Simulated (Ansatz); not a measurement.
```yaml
crystal:
  periodic: [false, false, false]
  atoms:
    - {symbol: C, position_ang: [-1.092140, 0.803343, -0.313290]}
    - {symbol: C, position_ang: [0.140211, 0.022548, -0.534285]}
    - {symbol: C, position_ang: [0.712815, -0.591790, 0.723340]}
    - {symbol: F, position_ang: [-0.123023, -0.995789, -1.451755]}
    - {symbol: H, position_ang: [-1.811717, 0.904481, -1.114520]}
    - {symbol: H, position_ang: [-1.220558, 1.379886, 0.593071]}
    - {symbol: H, position_ang: [0.908912, 0.651931, -1.013117]}
    - {symbol: H, position_ang: [-0.019245, -1.254141, 1.188729]}
    - {symbol: H, position_ang: [0.976726, 0.192795, 1.435956]}
    - {symbol: H, position_ang: [1.611119, -1.164363, 0.488871]}
basis:
  gaussian: {orbitals: def2-TZVP, final_grid: {core_spheres: 8, valence_spheres: 7, degree: 23}}
total_charge: -1
hamiltonian: {xc: {name: r2SCAN50}, dispersion: d3bjatm}
charge: 1
output: {forces: true}
```

```sh
$ ansatz run in.yaml --threads 4 --pin off --events-out ev --progress --plain --max-ram 10444MiB
```

Output, abridged:

```
Error: YAML parse error: error: line 18 column 1: unknown field `charge`, expected one of crystal, accuracy, basis, kpoints, hamiltonian, magnetization, projection, total_charge, correlation, batch, efield, external_charges, scf, relax, neb, saddle, md, ramp, phonons, dielectric, real_time, elastic, magnetic_configurations, gw, evaluate, workflow, output, checkpoint, execution
16 | total_charge: -1
17 | hamiltonian: {xc: {name: r2SCAN50}, dispersion: d3bjatm}
18 | charge: 1
19 | output: {forces: true}
```

Task: What is wrong with this run?

Result: The input holds a key that doesn't belong there. The input was rejected before any iteration.
